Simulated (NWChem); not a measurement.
System: NO2, doublet; SMILES [O]N=O

Output (shortened):

```
             Northwest Computational Chemistry Package (NWChem) 7.3.0
             --------------------------------------------------------

                             Geometry "geometry" -> ""
                             -------------------------

 Output coordinates in angstroms (scale by  1.889725989 to convert to a.u.)

  No.       Tag          Charge          X              Y              Z
 ---- ---------------- ---------- -------------- -------------- --------------
    1 O                    8.0000    -1.09292600     0.00000000    -0.13854100
    2 N                    7.0000     0.00000000     0.00000000     0.31398700
    3 O                    8.0000     1.09292600     0.00000000    -0.13854100

 Effective nuclear repulsion energy (a.u.)      65.5974495332

                                 NWChem DFT Module
                                 -----------------

 Summary of "ao basis" -> "ao basis" (spherical)
 ------------------------------------------------------------------------------
       Tag                 Description            Shells   Functions and Types
 ---------------- ------------------------------  ------  ---------------------
 O                          def2-svp                 6       14   3s2p1d
 N                          def2-svp                 6       14   3s2p1d

 in cosmo_initialize ...
 calling solv_data for solv:thf

 solvent parameters
 solvname_short: thf
 solvname_long:  tetrahydrofuran
 dielec:        7.4257
 dielecinf:     1.9740
 nonaqueous SMD model solvent descriptors
 dielec:        7.4257
 sola:          0.0000
 solb:          0.4800
 solc:          0.0000
 solg:         39.4400
 solh:          0.0000
 soln:          1.4050

          ---------------
          -cosmo- solvent
          ---------------
 Cosmo: York-Karplus, doi: 10.1021/jp992097l
 dielectric constant -eps-     =   7.43
 screen = (eps-1)/(eps    )    =   0.86533
 surface charge correction     = lagrangian

   van der Waals surface
 --------------------------

 ---------- ATOMIC COORDINATES (A.U.) ------------ VDWR(ANG.) --
     1   -2.06533067    0.00000000   -0.26180453     2.294
     2    0.00000000    0.00000000    0.59334939     1.890
     3    2.06533067    0.00000000   -0.26180453     2.294
 number of segments per atom =        128
 number of   points per atom =        128
 atom (   nspa,  nppa )
 ----------------------
    1 (     98,     0 )       0
    2 (     20,     0 )       0
    3 (     98,     0 )       0
 number of -cosmo- surface points =      216
 molecular surface =     98.052 angstrom**2
 molecular volume  =     83.235 angstrom**3
 -lineq- algorithm             =   0
 -bem- low  level              =   3
 -bem- from -octahedral-
 gaussian surface charge width =   4.50000
 degree of switching           =   1.00000
 switching function tolerance  =   0.00010
 atomic radii =
 --------------
    1  8.000  2.294
    2  7.000  1.890
    3  8.000  2.294
 ...... end of -cosmo- initialization ......

 nat:                     3
 ixmem:                   608
 calling mnsol_interface()
 G(SMD-CDS) energy (kcal/mol)  =     0.452
 SMD-CDS SASA (angstrom**2)    =    75.023

            General Information
            -------------------
          SCF calculation type: DFT
          Wavefunction type:  spin polarized.
          No. of atoms     :     3
          No. of electrons :    23
           Alpha electrons :    12
            Beta electrons :    11
          Charge           :     0
          Spin multiplicity:     2
          Use of symmetry is: off; symmetry adaption is: off
          Maximum number of iterations: 150
          AO basis - number of functions:    42
                     number of shells:    18
          Convergence on energy requested:  1.00D-06
          Convergence on density requested:  1.00D-05
          Convergence on gradient requested:  5.00D-04

              XC Information
              --------------
                       M05-2X Method XC Functional
                     Hartree-Fock (Exact) Exchange  0.560
                M05-2X metaGGA Exchange Functional  0.440
                      M05-2X Correlation Potential  1.000

             Grid Information
             ----------------
          Grid used for XC integration:  medium
          Radial quadrature: Mura-Knowles
          Angular quadrature: Lebedev.
          Tag              B.-S. Rad. Rad. Pts. Rad. Cut. Ang. Pts.
          ---              ---------- --------- --------- ---------
          O                   0.60       49           6.0       434
          N                   0.65       49           5.0       434
          Grid pruning is: on
          Number of quadrature shells:   147
          Spatial weights used:  Erf1

      Superposition of Atomic Density Guess
      -------------------------------------

 Sum of atomic energies:        -203.62648933

      Non-variational initial energy
      ------------------------------

 Total energy =    -204.565239
 1-e energy   =    -410.135709
 2-e energy   =     139.973020
 HOMO         =      -0.147512
 LUMO         =       0.009154

   convergence    iter        energy       DeltaE   RMS-Dens  Diis-err
 ---------------- ----- ----------------- --------- --------- ---------
     COSMO gas phase
 d= 0,ls=0.0,diis     1   -204.7327184119 -2.70D+02  1.55D-02  3.55D-01
                                                     1.51D-02  3.29D-01
 d= 0,ls=0.0,diis     2   -204.6539762768  7.87D-02  8.49D-03  6.25D-01
                                                     8.63D-03  6.24D-01
 d= 0,ls=0.0,diis     3   -204.8699512398 -2.16D-01  1.01D-03  5.09D-03
                                                     1.17D-03  5.93D-03
 d= 0,ls=0.0,diis     4   -204.8719277251 -1.98D-03  5.23D-04  3.91D-04
                                                     2.50D-04  2.43D-04
 d= 0,ls=0.0,diis     5   -204.8720804245 -1.53D-04  1.22D-04  4.07D-06
                                                     9.07D-05  8.20D-06
  Resetting Diis
 d= 0,ls=0.0,diis     6   -204.8720871789 -6.75D-06  4.10D-05  4.37D-07
                                                     2.38D-05  4.03D-07
 d= 0,ls=0.0,diis     7   -204.8720876917 -5.13D-07  3.55D-06  1.25D-08
                                                     4.61D-06  3.42D-08

[...]

                                COSMO-SMD solvation results
                                ---------------------------

             internal energy in gas <Psi(g)|H|Psi(g)> =      -204.872087691717
         internal energy in solvent <Psi(s)|H|Psi(s)> =      -204.872047221431
                               delta internal energy  =         0.000040470286 (    0.03 kcal/mol)
   total free energy in solvent <Psi(s)|H+V/2|Psi(s)> =      -204.872993856605
 polarization energy contribution <Psi(s)|V/2|Psi(s)> =        -0.000946635174 (   -0.59 kcal/mol)
    total free energy in solvent including G(SMD-CDS) =      -204.872274303032
                       G(SMD-CDS) energy contribution =         0.000719553573 (    0.45 kcal/mol)
     1 M fixed-concentration free energy of solvation =        -0.000186611315 (   -0.12 kcal/mol)

                    DFT Final Alpha Molecular Orbital Analysis
                    ------------------------------------------

 Vector   10  Occ=1.000000D+00  E=-4.748079D-01
              MO Center=  3.7D-07,  1.0D-11, -7.9D-02, r^2= 1.8D+00
   Bfn.  Coefficient  Atom+Function         Bfn.  Coefficient  Atom+Function
  ----- ------------  ---------------      ----- ------------  ---------------
     6      0.399653  1 O  pz                34     -0.399653  3 O  pz
     4     -0.287205  1 O  px                32     -0.287204  3 O  px
     9      0.249998  1 O  pz                37     -0.249999  3 O  pz
     7     -0.210371  1 O  px                35     -0.210371  3 O  px
    21     -0.095008  2 N  px                18     -0.066061  2 N  px

 Vector   11  Occ=1.000000D+00  E=-4.511059D-01
              MO Center= -5.3D-07, -1.9D-10, -1.2D-01, r^2= 1.7D+00
   Bfn.  Coefficient  Atom+Function         Bfn.  Coefficient  Atom+Function
  ----- ------------  ---------------      ----- ------------  ---------------
     5      0.472391  1 O  py                33     -0.472391  3 O  py
     8      0.338720  1 O  py                36     -0.338720  3 O  py
    24     -0.053941  2 N  d -2

 Vector   12  Occ=1.000000D+00  E=-3.621077D-01
              MO Center= -1.5D-06, -5.2D-11,  1.5D-01, r^2= 1.5D+00
   Bfn.  Coefficient  Atom+Function         Bfn.  Coefficient  Atom+Function
  ----- ------------  ---------------      ----- ------------  ---------------
    17      0.510831  2 N  s                 20     -0.424898  2 N  pz
     6     -0.415032  1 O  pz                34     -0.415031  3 O  pz
     9     -0.323189  1 O  pz                37     -0.323188  3 O  pz
    23      0.218350  2 N  pz                16      0.165522  2 N  s
     3     -0.093288  1 O  s                 31     -0.093288  3 O  s

 Vector   13  Occ=0.000000D+00  E=-2.484411D-02
              MO Center= -3.4D-07, -2.9D-12,  9.5D-02, r^2= 1.4D+00
   Bfn.  Coefficient  Atom+Function         Bfn.  Coefficient  Atom+Function
  ----- ------------  ---------------      ----- ------------  ---------------
    19      0.557968  2 N  py                22     -0.519786  2 N  py
     8      0.382260  1 O  py                36      0.382259  3 O  py
     5      0.376933  1 O  py                33      0.376933  3 O  py

 Vector   14  Occ=0.000000D+00  E= 3.032228D-01
              MO Center=  2.0D-07, -2.2D-10, -8.2D-02, r^2= 1.5D+00
   Bfn.  Coefficient  Atom+Function         Bfn.  Coefficient  Atom+Function
  ----- ------------  ---------------      ----- ------------  ---------------
    17      2.549902  2 N  s                  3     -1.123589  1 O  s
    31     -1.123590  3 O  s                 23     -0.983949  2 N  pz
     7     -0.828886  1 O  px                35      0.828886  3 O  px
    20      0.399296  2 N  pz                 4     -0.343503  1 O  px
    32      0.343503  3 O  px                 2     -0.267705  1 O  s

 Vector   15  Occ=0.000000D+00  E= 4.889418D-01
              MO Center= -1.9D-07, -7.4D-11,  3.8D-01, r^2= 1.9D+00
   Bfn.  Coefficient  Atom+Function         Bfn.  Coefficient  Atom+Function
  ----- ------------  ---------------      ----- ------------  ---------------
    21      2.807846  2 N  px                 3      1.868223  1 O  s
    31     -1.868221  3 O  s                  7      0.947713  1 O  px
    35      0.947712  3 O  px                 9      0.657185  1 O  pz
    37     -0.657185  3 O  pz                18     -0.512524  2 N  px
     2      0.274235  1 O  s                 30     -0.274235  3 O  s

                     DFT Final Beta Molecular Orbital Analysis
                     -----------------------------------------

 Vector    9  Occ=1.000000D+00  E=-6.318397D-01
              MO Center=  6.4D-08, -3.6D-11,  2.1D-01, r^2= 1.2D+00
   Bfn.  Coefficient  Atom+Function         Bfn.  Coefficient  Atom+Function
  ----- ------------  ---------------      ----- ------------  ---------------
    20      0.416821  2 N  pz                 6     -0.259581  1 O  pz
    34     -0.259583  3 O  pz                23     -0.237306  2 N  pz
     4      0.179677  1 O  px                32     -0.179675  3 O  px
     9     -0.154972  1 O  pz                37     -0.154973  3 O  pz
    16     -0.123861  2 N  s                 17     -0.092188  2 N  s

 Vector   10  Occ=1.000000D+00  E=-4.408077D-01
              MO Center= -5.8D-07, -1.7D-10, -1.2D-01, r^2= 1.7D+00
   Bfn.  Coefficient  Atom+Function         Bfn.  Coefficient  Atom+Function
  ----- ------------  ---------------      ----- ------------  ---------------
     5      0.469922  1 O  py                33     -0.469922  3 O  py
     8      0.341809  1 O  py                36     -0.341809  3 O  py
    24     -0.053327  2 N  d -2

 Vector   11  Occ=1.000000D+00  E=-4.145501D-01
              MO Center= -5.9D-07, -2.2D-11, -9.5D-02, r^2= 1.7D+00
   Bfn.  Coefficient  Atom+Function         Bfn.  Coefficient  Atom+Function
  ----- ------------  ---------------      ----- ------------  ---------------
     6      0.400302  1 O  pz                34     -0.400302  3 O  pz
     9      0.261898  1 O  pz                37     -0.261897  3 O  pz
     4     -0.256453  1 O  px                32     -0.256452  3 O  px
     7     -0.217314  1 O  px                35     -0.217314  3 O  px
    21     -0.184417  2 N  px                 3     -0.125841  1 O  s

 Vector   12  Occ=0.000000D+00  E=-8.329975D-02
              MO Center= -2.2D-07,  5.2D-11,  2.4D-01, r^2= 1.5D+00
   Bfn.  Coefficient  Atom+Function         Bfn.  Coefficient  Atom+Function
  ----- ------------  ---------------      ----- ------------  ---------------
    17      0.681416  2 N  s                 20     -0.413636  2 N  pz
     6     -0.370779  1 O  pz                34     -0.370779  3 O  pz
     9     -0.354828  1 O  pz                37     -0.354828  3 O  pz
    23      0.270025  2 N  pz                 3     -0.146962  1 O  s
    31     -0.146963  3 O  s                 16      0.125500  2 N  s

 Vector   13  Occ=0.000000D+00  E=-6.439633D-03
              MO Center= -3.3D-07, -1.1D-10,  9.9D-02, r^2= 1.4D+00
   Bfn.  Coefficient  Atom+Function         Bfn.  Coefficient  Atom+Function
  ----- ------------  ---------------      ----- ------------  ---------------
    19      0.556905  2 N  py                22     -0.534260  2 N  py
     8      0.385081  1 O  py                36      0.385080  3 O  py
     5      0.372017  1 O  py                33      0.372017  3 O  py

 Vector   14  Occ=0.000000D+00  E= 3.150825D-01
              MO Center=  1.4D-07, -2.7D-10, -9.3D-02, r^2= 1.5D+00
   Bfn.  Coefficient  Atom+Function         Bfn.  Coefficient  Atom+Function
  ----- ------------  ---------------      ----- ------------  ---------------
    17      2.568768  2 N  s                  3     -1.146264  1 O  s
    31     -1.146265  3 O  s                 23     -1.036635  2 N  pz
     7     -0.840165  1 O  px                35      0.840165  3 O  px
    20      0.391916  2 N  pz                 4     -0.338768  1 O  px
    32      0.338768  3 O  px                 2     -0.266372  1 O  s

   alpha - beta orbital overlaps
   -----------------------------

   alpha      1      2      3      4      5      6      7      8      9     10
    beta      1      2      3      4      5      6      9      7      8     11
 overlap   1.000  1.000  1.000  1.000  1.000  0.934  0.933  1.000  0.992  0.991

   alpha     11     12     13     14     15     16     17     18     19     20
    beta     10     12     13     14     15     16     18     17     19     20
 overlap   1.000  0.994  1.000  0.999  0.997  0.997  0.997  1.000  0.999  1.000

   alpha     21     22     23     24     25     26     27     28     29     30
    beta     21     22     23     24     25     26     27     28     30     29
 overlap   0.996  1.000  0.999  1.000  0.996  1.000  0.999  1.000  0.999  1.000

   alpha     31     32     33     34     35     36     37     38     39     40
    beta     31     32     33     34     35     36     37     38     39     40
 overlap   1.000  1.000  1.000  1.000  1.000  1.000  1.000  1.000  1.000  1.000

   alpha     41     42
    beta     41     42
 overlap   1.000  1.000

     --------------------------
     Expectation value of S2:
     --------------------------
      <S2> =      0.7543 (Exact =     0.7500)

     Multipole analysis of the density
     ---------------------------------

     L   x y z        total         alpha         beta         nuclear
     -   - - -        -----         -----         ----         -------
     0   0 0 0     -0.000000    -12.000000    -11.000000     23.000000

[...]
```

Level: M05-2X/def2-SVP, spin-unrestricted, SMD on the gas-phase geometry. In the optimisation the excess spin sits in a1 (C2v, its own frame). The geometry was optimised at PBE0/def2-SVP, spin-unrestricted. No stability test was run on the SCF state. Solvent: tetrahydrofuran.

Which NWChem input produces such a log?

This is not unique; one that fits is the input that was run:
```
start job
memory heap 200 mb stack 900 mb global 1100 mb
geometry units angstroms noautosym nocenter noautoz
  O     -1.092926     0.000000    -0.138541
  N      0.000000     0.000000     0.313987
  O      1.092926     0.000000    -0.138541
end
basis spherical
  O library def2-svp
  N library def2-svp
end
dft
  odft
  mult 2
  xc m05-2x
  iterations 150
end
cosmo
  do_cosmo_smd true
  solvent thf
end
task dft energy
```
